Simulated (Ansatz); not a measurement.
What each rung costs, and what it gives

Saddle point of CH$_{8}$SSi, singlet (SiH₄S ([SiH3][SH]) + CH₄ → CH₆Si ([CH3][SiH3]) + H₂S; bonds formed: Si1–C7, S2–H6; bonds broken: Si1–S2, H6–C7), PBE0-D4/def2-TZVP structure:

```tsv
atom	x (Å)	y (Å)	z (Å)
Si1	-0.1270	0.0534	-1.0680
S2	1.3330	-1.7350	0.0000
H3	1.1258	0.6183	-1.6168
H4	-1.1014	1.1757	-1.3150
H5	-0.8207	-1.1072	-1.6677
H6	0.1825	-0.4903	0.6085
C7	-0.6163	0.4641	0.9861
H8	2.3630	-0.9251	0.2976
H9	-1.6930	0.3612	0.8628
H10	-0.3454	0.0792	1.9775
H11	-0.3005	1.5058	0.9350
```

Barriers are electronic and count from the start structure reached by relaxing down the imaginary mode.

Program: Ansatz 0.2.0. Basis: as named in each row. Cores are frozen in the correlated methods. B3LYP uses VWN-RPA correlation. Extrapolation: Hartree–Fock as exp(−7.88 √X), correlation as X^−2.97.

Times are rough, for one single point on 4 threads of a shared host (Arm Neoverse V2).

The estimate by CCSD(T) at an estimated basis limit (MP2 extrapolated from triple and quadruple zeta, plus CCSD(T) − MP2 in triple zeta) is 296.5 kJ/mol.

```tsv
method	basis	time (s)	barrier (kJ/mol)	method less estimate
HF	STO-3G	under 1	620.0	323.5
PBE-D4	STO-3G	under 1	409.8	113.3
SPW92	def2-SVP	under 1	222.9	-73.6
B3LYP-D4	6-31G	under 1	316.2	19.7
PBE-D4	def2-SVP	under 1	256.5	-40.0
PBE0-D4	def2-SVP	under 1	277.1	-19.4
SPW92	def2-TZVPP	1	221.4	-75.1
CCSD(T)	def2-SVP	2	326.7	30.2
PBE-D4	def2-TZVPP	2	255.2	-41.3
BLYP-D4	def2-TZVPP	2	278.8	-17.7
B3LYP-D4	def2-TZVPP	2	292.7	-3.8
BHLYP-D4	def2-TZVPP	2	315.6	19.1
PBE0-D4	def2-TZVPP	2	273.7	-22.8
CAM-B3LYP-D4	def2-TZVPP	2	302.1	5.6
wB97M-V	def2-SVP	3	294.0	-2.5
r2SCAN-D4	def2-TZVPP	3	272.1	-24.4
RPA on PBE	def2-TZVPP	4	301.6	5.1
r2SCAN0-D4	def2-TZVPP	4	283.9	-12.6
PBE-QIDH	def2-TZVPP	4	290.0	-6.5
B2PLYP	def2-TZVPP	4	302.1	5.6
wB97X-V	def2-TZVPP	6	299.7	3.2
wB97M-V	def2-TZVPP	6	292.4	-4.1
B97M-V	def2-TZVPP	8	291.6	-4.9
MP2	def2-QZVPP	17	290.7	-5.8
CCSD(T)	def2-TZVPP	53	301.4	4.9
```

All methods are single points on the PBE0-D4 structures.

No T1 diagnostic of these runs exceeds 0.012.

Labels in which every atom is bracketed show which atoms are joined, not bond orders.
